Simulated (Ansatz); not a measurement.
**BSi2H (triplet): the correlation ladder at a displaced geometry (v1), cc-pVDZ**

The task here is to estimate one member of a computed series from the others.

Method: cc-pVDZ, core rule «outside noble gas», up to 11 orbitals frozen; program: Ansatz 0.2.0, Gaussian basis.

The runs, in order: UHF; CCSD(T) on ROHF; CCSD(T) on UHF; BCCD(T) on ROHF; CISD as a restricted active space (open shells left free, so some higher excitations enter); CCSDT(Q) on ROHF; CCSDT(Q) on UHF.

27 further runs of the same task are left out: 13 that didn't finish, 14 set aside as unsound or not needed. Runs told in other sessions of the task aren't counted.

### The system

The geometry is a PBE0/def2-TZVP stationary point (not a proven minimum) with its atoms shifted at random (size 0.040 Å).

4 atoms, charge 0, spin multiplicity 3.

Atoms are counted from 1 here; the program's logs count them from 0.

Bond lengths: Si1–B2 1.920 Å, B2–Si3 2.012 Å, Si3–H4 1.588 Å. Angles: Si1–B2–Si3 172.1°, B2–Si3–H4 88.9°.

The first run:

Contents of in.yaml:

```yaml
crystal:
  periodic: [false, false, false]
  atoms:
    - {symbol: Si, position_ang: [-0.018512, -0.032402, 1.984634]}
    - {symbol: B, position_ang: [-0.019345, -0.090550, 0.065366]}
    - {symbol: Si, position_ang: [0.028619, 0.119612, -1.935362]}
    - {symbol: H, position_ang: [-0.074158, -1.458803, -2.074031]}
basis:
  gaussian: {orbitals: cc-pVDZ}
magnetization: {spin_polarized: true, initial_magnetization: 2}
hamiltonian: {xc: hf}
output: {orbitals: {seedname: orbitals}}
```

Started as:

```
ansatz run in.yaml --threads 1 --pin off --events-out ev --progress --plain --max-ram 2393MiB
```

Steps of the session up to this table: UHF; CCSD(T) on ROHF; CCSD(T) on UHF; BCCD(T) on ROHF; CISD as a restricted active space (open shells left free, so some higher excitations enter); CCSDT(Q) on ROHF; CCSDT(Q) on UHF.

One table of the session follows, with a row left open; its other results are not shown here.

It belongs to the step «Misses and costs». 

| method | from RCCSDT(Q) (meV) |
| --- | --- |
| ROHF | +7340.6 |
| UHF | +7172.4 |
| RMP2 | ? |
| UMP2 | +1885.3 |
| CISD | +1182.3 |
| RCCSD | +388.9 |
| UCCSD | +396.6 |
| RCCSD(T) | +89.8 |
| UCCSD(T) | +98.6 |
| BCCD(T) | +86.9 |
| RCCSDT | +23.6 |
| UCCSDT | +25.3 |
| RCCSDT(Q) | 0 |
| UCCSDT(Q) | -1.2 |

Q: Estimate the row for RMP2 from the others.

**Answer.** from RCCSDT(Q) (meV): +1729.3. In the column «from RCCSDT(Q) (meV)» it lies between CISD (+1182.3) and UMP2 (+1885.3).

To keep in mind: Restricted and unrestricted rows rest on different reference determinants; a gap between their highest levels can come from leftover correlation error, from unlike frozen cores or from another state.
